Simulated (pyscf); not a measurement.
Thermochemistry of product channels of Cl–InH–Cl (SMILES [Cl][InH][Cl]) + H₂S (SMILES S) on the singlet surface, in kcal/mol, from ωB97M-D3(BJ)/def2-TZVP energies (ideal gas, 1 atm, RRHO with modes under 100 cm⁻¹ raised to 100, one conformer, R ln 2 for chiral ones without a mode under 150 cm⁻¹). Single points on ωB97X-D3(BJ)/def2-SVP structures (PySCF, gas phase).

```json
[
 {"products": "HS–In(Cl)–Cl (SMILES [SH][In]([Cl])[Cl]) + H₂ (SMILES [H][H])", "ΔE": "___", "ΔH(298 K)": "-13.5", "ΔG(600 K)": "-10.4", "ΔG(900 K)": "-9.7"},
 {"products": "HCl (SMILES Cl) + HS–InH–Cl (SMILES [SH][InH][Cl])", "ΔE": "___", "ΔH(298 K)": "+6.1", "ΔG(600 K)": "+6.5", "ΔG(900 K)": "+6.4"}
]
```

### Question
Complete the blanks.

### Answer

- HS–In(Cl)–Cl (SMILES [SH][In]([Cl])[Cl]) + H₂ (SMILES [H][H]), ΔE: -13.1
- HCl (SMILES Cl) + HS–InH–Cl (SMILES [SH][InH][Cl]), ΔE: +6.0

These are energies of the channels, which say nothing of barriers. Elements past Kr carry the def2 core potentials, without spin-orbit coupling.
